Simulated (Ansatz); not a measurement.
One change: `CC(F)SS` becomes `CC(F)S`.

Ansatz, PBE0-D4/def2-TZVP geometries, multiplicity 1. Each molecule was computed in one conformer, which needn't be the lowest.

```tsv
property	`CC(F)SS`
HOMO–LUMO gap (B3LYP/def2-TZVPP) / eV	6.16
HOMO energy (PBE0/def2-TZVPP) / eV	-7.34
HOMO energy (PBE/def2-TZVPP) / eV	-6.11
HOMO–LUMO gap (PBE/def2-TZVPP) / eV	4.41
LUMO energy (B3LYP/def2-TZVPP) / eV	-0.94
size of the dipole moment (PBE/def2-TZVPP) / D	1.12
```

Give the same properties after the change, and the shifts. (Best estimate.)

The calculation gave: 
```csv
property,`CC(F)S`,shift
HOMO–LUMO gap (B3LYP/def2-TZVPP) / eV,7.20,1.04
HOMO energy (PBE0/def2-TZVPP) / eV,-7.39,-0.05
HOMO energy (PBE/def2-TZVPP) / eV,-6.11,0.00
HOMO–LUMO gap (PBE/def2-TZVPP) / eV,5.49,1.08
LUMO energy (B3LYP/def2-TZVPP) / eV,0.06,1.00
size of the dipole moment (PBE/def2-TZVPP) / D,1.85,0.73
```

With PBE0 the HOMO falls by 0.05 eV and the LUMO rises by 1.05 eV, so the gap widens by about 1.10 eV. PBE moves the HOMO by 0.00 eV and ωB97M-V by -0.14 eV. The zero-point energy changes by -4.7 kJ/mol with -3 modes. Dipoles are sizes alone; their direction can turn.

Positive LUMOs are unbound, so they and the gaps depend on the basis.

B3LYP here is the variant with VWN-RPA as its local correlation; programs differ in this.
